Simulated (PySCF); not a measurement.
# Simulated absorption spectrum

Species: C₃H₅N₃.
SMILES: `c1ncn(n1)C`

Level of theory: TDDFT PBE0/def2-SVPD, vertical, gas phase, core orbitals frozen in the response in PySCF 2.14.0, density-fitted response routines. Geometry: PBE0-D3(BJ)/def2-SVP; no solvent, vibrations or thermal averaging.

Broadening: Gaussians 0.5 eV wide at half height, area fixed by f = 4.319×10⁻⁹ ∫ε dν̃. The width is an assumption, not a result. The curve ends short of the highest state used, and states not computed would add to its high-energy end.

| λ (nm) | ε (L mol⁻¹ cm⁻¹) |
| --- | --- |
| 162.7 | 2457 |
| 164.8 | 2664 |
| 166.8 | 3106 |
| 168.9 | 3780 |
| 171.0 | 4712 |
| 173.1 | 5799 |
| 175.2 | 6689 |
| 177.3 | 6952 |
| 179.3 | 6435 |
| 181.4 | 5242 |
| 183.5 | 3775 |
| 185.6 | 2432 |
| 187.7 | 1433 |
| 189.8 | 811 |
| 191.8 | 492 |
| 193.9 | 333 |
| 196.0 | 263 |
| 198.1 | 223 |
| 200.2 | 187 |
| 202.3 | 149 |
| 204.3 | 112 |
| 206.4 | 77 |
| 208.5 | 49 |
| 210.6 | 29 |
| 212.7 | 16 |
| 214.7 | 9 |
| 216.8 | 4 |
| 218.9 | 2 |
| 221.0 | 1 |
| 223.1 | 0 |

(1) Locate the maxima and give the states behind the curve.

(2) Coming from long wavelengths, where does ε first pass 100 L mol⁻¹ cm⁻¹?

(3) On this curve, what absorbance would a 10⁻³ mol/L sample give at 193 nm over a 1 cm path?

Results:

(1) 177 nm (7.01 eV), ε about 7000, made up of S2 (94%) (ε in L mol⁻¹ cm⁻¹; maxima over ε = 5, shares over 10%). At its high-energy end, 7.62 eV, the curve is still rising (ε about 2500, from S5, S6, S8 and S10). The states used: S1 6.31 eV (f 0.0039); S2 6.98 eV (f 0.122); S3 7.16 eV (f 0.0012); S4 7.36 eV (f 0.0014); S5 7.39 eV (f 0.035); S6 7.66 eV (f 0.010); S7 7.70 eV (f 0.0031); S8 7.92 eV (f 0.013); S9 8.19 eV (f 0.0000); S10 8.22 eV (f 0.322).

(2) At about 205 nm (6.05 eV), 0.26 eV below S1.

(3) 193 nm is 6.424 eV, where ε is about 390 L mol⁻¹ cm⁻¹, so A = ε c l ≈ 0.39 (Beer–Lambert, with the gas-phase spectrum and the assumed width).

The vertical ionisation energy (ΔSCF) is 9.89 eV, 1.67 eV above S10.
